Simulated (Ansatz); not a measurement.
Input for Ansatz (development build ahead of 0.2.0):

```yaml
crystal:
  periodic: [false, false, false]
  atoms:
    - { symbol: C, position_ang: [0.0, 0.0, 0.75994] }
    - { symbol: Cl, position_ang: [0.0, 1.4742, -0.21512] }
    - { symbol: Cl, position_ang: [0.0, -4.4226, -2.16524] }
    - { symbol: H, position_ang: [-0.89458, 0.0, 1.37713] }
    - { symbol: H, position_ang: [0.89458, 0.0, 1.37713] }
basis:
  gaussian: { orbitals: pcseg-2 }
magnetization:
  spin_polarized: true
hamiltonian:
  xc: { name: wB97X }
```

The input is written out in the form of the current development build from the run's settings.

The run gave:

```yaml
Converged: yes
Total_energy: -959.60945 hartree
Spin_squared_of_the_determinant: 1.008
Stability_test: minimum
```

Caution: charge can spread falsely over distant fragments; the unrestricted determinant is a mixture of spin states.
